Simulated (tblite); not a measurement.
Start geometry of `C=CP(C)C` from a force field or distance geometry (Å):
```
atom  x, y, z in Å
C1     2.0058   -0.6468   -0.0762
C2     1.0372   -0.7039    0.8295
P3    -0.5410    0.1700    0.6448
C4    -0.3119    1.8328   -0.1289
C5    -1.7032   -0.9500   -0.2282
H6     2.9063   -1.2136    0.1447
H7     1.9386   -0.0852   -0.9965
H8     1.1639   -1.2925    1.7714
H9     0.7767    1.9866   -0.3288
H10   -0.5856    2.6565    0.5977
H11   -0.8453    1.9717   -1.0849
H12   -1.4267   -1.1401   -1.2899
H13   -1.6510   -1.9419    0.2857
H14   -2.7644   -0.6440   -0.1625
```

Problem. What comes out of this run: tblite 0.8.0, GFN2-xTB geometry optimisation, gas phase?

Solution. 
```
atom  x, y, z in Å
C1     2.1241   -0.4398    0.0144
C2     0.9686   -0.8349    0.5238
P3    -0.4395    0.2264    0.9731
C4    -0.2590    1.5754   -0.2836
C5    -1.7440   -0.7692    0.1040
H6     2.9302   -1.1328   -0.1698
H7     2.3178    0.5877   -0.2450
H8     0.8246   -1.8742    0.7985
H9     0.5326    2.2553    0.0235
H10   -1.1917    2.1356   -0.3234
H11   -0.0326    1.1676   -1.2677
H12   -1.4745   -0.9533   -0.9350
H13   -1.8715   -1.7188    0.6200
H14   -2.6858   -0.2254    0.1451
```

The energy falls by 23.3 kcal/mol over 127 L-BFGS steps, the largest force on an atom goes from 3.68 to 0.009 eV/Å, and the atoms move by 0.703 Å rms after alignment. The bond that changes most is C4–H10 (sp3 carbon bound to phosphorus to methyl hydrogen), which shortens by 0.043 Å. Bonds longer at the end by more than 0.005 Å: 2 of 13; shorter: 8. Among the angles that change most is C4–P3–C5, from 115.4° to 98.1°. Among the dihedrals that turn most is C2–P3–C4–H10, from -115° to 164°. Rotational constants go from 4808, 3135, 2283 to 5500, 3102, 2404 MHz. The orientation of the end geometry is arbitrary; only internal coordinates are fixed.

Hardware: one thread of an Arm Neoverse N1 (shared host).

Its GFN2-xTB frequencies are all real (lowest 83 cm⁻¹). The numbers are those of one conformer. 2 starts were optimised and ended at 0.00 and 0.55 kcal/mol (GFN2-xTB); the lowest of these is shown.

The numbers are calculated, not measured.
